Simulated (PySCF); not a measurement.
Computed spin Hamiltonian

Species: H2CO+, CH2O (charge +1 and doublet state).
Numbering: `[CH2:1]=[O+:2]` (hydrogens: H3, H4 on C1)

Computed with UKS B3LYP, IGLO-III on C O, pcH-1 on H, non-relativistic, mean-field spin-orbit, GIAO in PySCF. Isolated species at its PBE0-D3(BJ)/def2-SVP geometry, gas phase.

```json
{"g1, g2, g3": "2.00205, 2.00234, 2.00761", "g_iso": "2.00400", "Form of g": "close to axial: the two nearest values differ by 5 % of g3 − g1", "⟨S²⟩": "0.7583 (exact 0.7500)", "α and β electrons": "8, 7", "HOMO–LUMO gap, α and β orbitals": "8.16, 7.04 eV", "Total energy": "-114.15617 Eh"}
```

Isotropic coupling and dipolar principal values T1 to T3, in MHz; ρ(0) is the spin density at the nucleus:

```
atom  isotope  a_iso      T1     T2     T3  Mulliken spin population  ρ(0) (bohr⁻³)
  C1      13C  -97.0   -21.7    8.9   12.7                     -0.10        -0.0863
  O2      17O  -43.1  -243.1  108.8  134.3                      0.82         0.0711
  H3       1H  378.0    -9.1   -6.8   15.9                      0.14         0.0846
  H4       1H  378.0    -9.1   -6.8   15.9                      0.14         0.0846
```

The Mulliken spin populations are largest on O2 (+0.82), H4 (+0.14), H3 (+0.14) and C1 (-0.10). The positive populations add up to 1.10 and the negative ones to -0.10, together 2S = 1.

Axes: g1 points within 1° of the C1–O2 bond and g3 is normal to the molecular plane.

Under fast tumbling the dipolar parts average out, and these isotropic splittings remain: 2 × 1H (H3/H4, I = 1/2, 3 lines) with 13.48 mT.

The 17O coupling of O2 (-43.1 MHz) shows only in satellite lines or after enrichment, since that isotope makes up about 0.038 % of natural oxygen.

The 13C coupling of C1 (-97.0 MHz) shows only in satellite lines or after enrichment, since that isotope makes up about 1.07 % of natural carbon.

β density exceeds α density at some nuclei, such as C1 (-0.0863), spin density in bohr⁻³. In a single determinant that takes different orbitals for the two spins, that is spin polarisation.

Time: 5.9 s. Hardware: one thread, Arm Neoverse V2, no GPU (shared host).
